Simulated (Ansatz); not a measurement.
W (bcc, W type): values from a third-order Birch-Murnaghan fit to a volume scan beside measured ones. Computed values: PBE (plane waves to 420 eV, PAW, scalar-relativistic; Ansatz, a quantum-chemistry and plane-wave program). Spin-orbit coupling is left out, though W is heavy. W is run without spin polarisation. W was relaxed with its symmetry unable to fall.

```csv
quantity,reference,kind
Lattice constant a (Å),3.16,"measured, corrected to the static lattice"
```

References as given in: Daniel Mejia-Rodriguez, S. B. Trickey, Physical Review B (2018), arXiv:1807.09216.

Q: Estimate the PBE values and the sign and size of each difference.

A: 
| quantity | PBE | difference |
|---|---|---|
| Lattice constant a (Å) | 3.184 | +0.7 % |

PBE overestimates the lattice constant a by 0.7 %.

(Under strain, the slope of the energy per volume gives the stress and its curvature an elastic modulus.)
